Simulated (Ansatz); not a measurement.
Candidates: SrMoO₄ (I4₁/a, No. 88), rutile PbO₂, corundum Ga₂O₃ (metastable phase), A-type hexagonal La₂O₃, CdCO₃ (R-3c, No. 167), rutile TiO₂. Level: r²SCAN+rVV10 (PAW; Ansatz, a program for electronic structure).

Ansatz's runs of these crystals have no spin polarisation.

Spin–orbit coupling is left out, also for the solids with elements from indium on (rutile PbO2, A-type hexagonal La2O3); its size isn't shown.

Ansatz's density-functional and Hartree–Fock values are scalar-relativistic unless marked +SOC, with PAW data made under PBE.

Which of them have a computed lattice parameter c between 3.2 and 9 Å?

rutile PbO₂, A-type hexagonal La₂O₃. The values: SrMoO₄ (I4₁/a, No. 88) 11.894 Å; rutile PbO₂ 3.405 Å; corundum Ga₂O₃ (metastable phase) 13.400 Å; A-type hexagonal La₂O₃ 6.075 Å; CdCO₃ (R-3c, No. 167) 16.112 Å; rutile TiO₂ 2.951 Å.
